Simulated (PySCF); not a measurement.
Bonds (- single, = double, # triple, : aromatic): C1-C2 1.494 Å, C2=C3 1.339 Å, C3-C4 1.494 Å. C1 carries H5, H6, H7; C2 carries H8; C3 carries H9; C4 carries H10, H11, H12. Stereochemistry as in C/C=C\C.

Geometry: PBE0-D3(BJ)/def2-SVP; GIAO shifts from PySCF, gas phase, non-relativistic, averaged over equivalent atoms.

At PBE0/pcSseg-1 (108 basis functions, 4.9 s wall time on 1 thread of an x86-64 server CPU, shared host):
| atoms | δ (ppm) |
| --- | --- |
| C2/C3 | 132.8 |
| C1/C4 | 14.6 |
| H8/H9 | 5.58 |
| H5/H6/H7/H10/H11/H12 | 1.72 |

References, each an isolated molecule treated in the same way: ¹³C (σ = 184.41 ppm) and ¹H (σ = 31.27 ppm) against TMS.

Q: Estimate the result of repeating the calculation with WP04/pcSseg-2.

A: 
```csv
atoms,δ at WP04/pcSseg-2,change
C2/C3,136.3,+3.5
C1/C4,16.4,+1.8
H8/H9,5.41,-0.17
H5/H6/H7/H10/H11/H12,1.69,-0.03
```

Shifts are taken against calculated references (same method and geometry level): ¹³C (σ = 172.10 ppm), ¹H (σ = 31.61 ppm) vs TMS.

The largest change is at C2/C3 (alkene CH). Cost: 256 basis functions, 24 s wall time on 1 thread of an x86-64 server CPU, shared host.
